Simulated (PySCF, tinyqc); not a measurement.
Orbital energy against energy difference: ionisation energy by orbital energies and by energy differences in the cc-pvdz basis, for BH, spin multiplicity 1. Computed by the program tinyqc with PySCF. The cation is unrestricted; errors are against CCSD(T) in this basis, not against experiment.

Geometry (angstrom):
```
atom       x       y       z
B     0.0000  0.0000  0.0000
H     0.0000  0.0000  1.1110
```

CCSD(T) difference in the same basis = 9.5295 eV

IP-EOM-CCSD = 9.5530 eV

First vertical ionisation energy (eV):
```
method     -e(HOMO)  E(cation) - E  error of -e(HOMO)  error of the difference
HF           9.2715       8.320193            -0.2580                  -1.2093
LDA          5.1544       9.564056            -4.3751                   0.0345
B3LYP        6.2086       9.604368            -3.3209                   0.0748
PBE0         6.3960       9.425899            -3.1336                  -0.1036
CAM-B3LYP    7.8023       9.583340            -1.7272                   0.0538
LC-wPBE      9.2398       9.494202            -0.2897                  -0.0353
```

Estimate the missing row, method = PBE.

Computed row:
```
method  -e(HOMO)  E(cation) - E  error of -e(HOMO)  error of the difference
PBE       5.1802       9.471916            -4.3494                  -0.0576
```

Koopmans errs by -0.26 eV and Delta-HF by -1.21 eV: relaxation, 0.95 eV, lowers the value and the missing correlation difference works against it. The PBE level is off by -4.3 eV through the wrong tail of its potential, though its energy difference is off by -0.06 eV; exact exchange deepens the level, and among the orbital energies HF comes closest; among the differences LDA does. The restricted reference is unstable here: a spin-polarised solution lies 0.0073 hartree lower (PySCF), so results built on it describe a poor reference.
